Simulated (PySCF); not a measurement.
**SiF₂ + SiCl₂ → 2 SiFCl**

Level: PBE0 in the def2-TZVP basis family, all electrons, no relativity, computed in PySCF with density fitting; open shells unrestricted.

```tsv
species	state and structure	E (Eh)	ZPE (kJ/mol)	H(298 K) − H(0) (kJ/mol)	S° (J/(mol K))
SiF₂	singlet, C2v, Si–F 1.601 Å (×2); F–Si–F 100.6°	-489.06017	12.3	11.2	256.9
SiCl₂	singlet, C2v, Si–Cl 2.078 Å (×2); Cl–Si–Cl 101.4°	-1209.57210	7.4	12.5	281.6
SiFCl	singlet, Cs, Si–Cl 2.080 Å, Si–F 1.603 Å; Cl–Si–F 100.7°	-849.31501	9.8	11.9	275.2
```

**Question.** What is the electronic reaction energy?

**Answer.** At PBE0/def2-TZVP, ΔE = 5.9 kJ/mol from the differences of the total energies times 2625.5, uphill. Ligand scrambling is nearly thermoneutral, as expected when bond energies add up.

**Question.** Add zero-point, thermal and entropy terms for 298.15 K and 1 bar.

**Answer.** ΔZPE = -0.1 and Δ[H(298) − H(0)] = 0.1 kJ/mol give ΔH° = 5.9 kJ/mol. ΔS° = 11.9 J/(mol K), so ΔG° = 5.9 − 298.15 × (0.0119) = 2 kJ/mol and log₁₀K = -0.4.

The structures come from searches over a few start shapes, so lower isomers are not excluded.
